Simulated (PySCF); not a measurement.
## BF: frontier orbitals

PBE0 at R = 1.265 Å; PySCF, no relativity, basis sets B def2-TZVPPD, F def2-TZVPPD. State: ¹Σ⁺ (singlet), closed shell. Only the outer orbitals are listed, counted within each symmetry.

```
orbital  occ.  ε (eV)  on B (%)  main shells (%)
     3σ     2  -36.26        14           84 F s
     4σ     2  -17.46        17   76 F p, 11 B s
     1π     2  -14.94         9           91 F p
     1π     2  -14.94         9           91 F p
     5σ     2   -8.04        94   70 B s, 23 B p
     2π     0   -1.07        94           92 B p
     2π     0   -1.07        94           92 B p
```

Task: Which are the highest filled and the lowest empty level, where do they sit, and how wide is the gap?

Result: Highest filled 5σ at -8.04 eV (in %: 70 B s, 23 B p); lowest empty 2π at -1.07 eV (in %: 92 B p); the gap at PBE0 is 6.97 eV.

The bond order (Mayer) is 1.50 and the ⟨S²⟩ is 0.000. The charge on B (Mulliken, basis-dependent) is 0.12, the charge on B (Löwdin, basis-dependent) is -0.07 and the dipole moment (positive dipole means B(−)F(+)) is 0.99 D. The polarisability along the bond is 18.6 bohr³ and the polarisability across the bond is 21.1 bohr³.
